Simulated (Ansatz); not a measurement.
A further run on B(NH3)H3 (BNH6).

```yaml
crystal:
  periodic: [false, false, false]
  atoms:
    - {symbol: B, position_ang: [-0.002239, 0.003112, -0.844280]}
    - {symbol: N, position_ang: [0.002135, -0.002967, 0.805933]}
    - {symbol: H, position_ang: [-0.944591, 0.029273, 1.173548]}
    - {symbol: H, position_ang: [0.506051, 0.799616, 1.172540]}
    - {symbol: H, position_ang: [0.447855, -0.841838, 1.166626]}
    - {symbol: H, position_ang: [1.165626, -0.036226, -1.161367]}
    - {symbol: H, position_ang: [-0.552336, 1.036633, -1.152855]}
    - {symbol: H, position_ang: [-0.622492, -0.987604, -1.160134]}
basis:
  gaussian: {orbitals: def2-SVP}
hamiltonian: {xc: {name: RPBE}, dispersion: d3bj}
scf: {omitted_lower_state_checks: [starts]}
```

```sh
$ ansatz run in.yaml --threads 4 --pin off --events-out ev --progress --plain --max-ram 3916MiB
```

It prints (some lines left out):

```
Functional definition: RPBE
674 factors; their error is unknown
mean field evaluation 1: about -2256.4712 eV, gradient 4.9e1 eV
mean field evaluation 2: about -2249.4984 eV, gradient 7.3e1 eV
mean field evaluation 4: about -2262.6213 eV, gradient 2.7e0 eV
mean field evaluation 8: about -2262.6184 eV, gradient 3.5e-2 eV
mean field -2262.61837480 eV, -83.1496916161 hartree, gradient 5.1e-5 eV, S^2 0.000000; 0 other end points of the search recorded, 0 dependent functions left out
reference -2262.61840645 eV, -83.1496927790 hartree; 9, 9 occupied and 49, 49 virtual orbitals, 674 factors
Total energy: -2263.09638627 eV, -83.1672582136 hartree
Checks for a lower state left out: starts
```

It took 0.25 s on 4 threads of Arm Neoverse V2 on a shared host.
